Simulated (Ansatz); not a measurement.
A nudged elastic band was laid between two geometries of CH6AlF (9 atoms, charge 0, multiplicity 1).

These are results of RKS B3LYP-D4/def2-SVP (Ansatz), not measurements.

```json
{
  "movable images": "7",
  "climbing image": "yes",
  "spring": "5.0 eV/Å²",
  "optimiser": "quadratic models (default)",
  "start path": "through a guess of the saddle point",
  "force threshold": "0.03 eV/Å",
  "iteration limit": "60",
  "end points": "relaxed"
}
```

Initial state:

```xyz
9
Properties=species:S:1:pos:R:3
Al -0.469 -0.922 0.217
C -0.332 1.046 -0.017
H -1.118 -1.774 -0.959
H -0.415 -1.508 1.694
H 1.778 -0.174 -0.455
F 1.571 -1.077 -0.308
H 0.381 1.535 0.674
H -1.312 1.510 0.202
H -0.084 1.363 -1.047
```

Final state:

```xyz
9
Properties=species:S:1:pos:R:3
Al -0.161 -1.537 0.197
C 0.081 1.272 -0.151
H -1.190 -1.688 -0.988
H -0.516 -1.436 1.729
H 0.895 0.543 -0.297
F 1.462 -1.739 -0.185
H 0.404 1.998 0.607
H -0.860 0.814 0.197
H -0.114 1.773 -1.109
```

Q: What changes between the two ends?

A: Bonds broken: Al1–C2, H5–F6. Bonds formed: C2–H5. CH6AlF becomes AlFH2 + CH4.

Q: What energy profile does the band end with?

A: The run converged. The highest image is number 3 of 0 to 8, 2.1 kcal/mol above the first end and 42.0 kcal/mol above the last; the last end lies 39.9 kcal/mol below the first. A vibrational analysis at the climbing image gives 2 clearly imaginary modes (530i, 112i cm⁻¹): a point of higher order, so a lower path passes nearby. The orbitals stay closed-shell, which can raise the energy where a bond breaks towards radicals; this wasn't checked here.

```tsv
image	path coordinate (Å)	energy (kcal/mol)	Al1–C2 (Å)	H5–F6 (Å)	C2–H5 (Å)
0	0.00	0.0	1.99	0.94	2.48
1	0.30	0.2	2.00	0.94	2.19
2	0.60	1.1	2.02	0.97	1.90
3	0.90	2.1	2.07	1.04	1.64
4	1.21	-5.2	2.16	1.30	1.35
5	1.52	-24.7	2.31	1.59	1.16
6	1.83	-35.5	2.52	1.85	1.11
7	2.14	-39.1	2.69	2.11	1.10
8	2.45	-39.9	2.84	2.35	1.10
```

Q: What is the geometry of the highest image?

A: 
```xyz
9
Properties=species:S:1:pos:R:3:forces:R:3
Al -0.353 -1.038 0.188 0.00 0.00 -0.01
C -0.103 1.000 -0.083 0.00 0.00 -0.01
H -1.125 -1.739 -0.999 0.00 0.00 0.00
H -0.468 -1.465 1.704 0.00 0.00 0.00
H 1.172 -0.013 -0.275 -0.01 0.01 0.01
F 1.561 -0.980 -0.274 0.01 -0.01 0.00
H 0.508 1.623 0.593 0.00 0.00 0.00
H -1.145 1.191 0.247 0.00 0.00 0.01
H -0.047 1.421 -1.101 0.00 0.00 0.00
```

The band took 7 iterations and of the order of 2.1 core-minutes.

Time of the run: 67 s on 2 threads of Arm Neoverse V1 (shared host), peak memory 0.14 GiB.
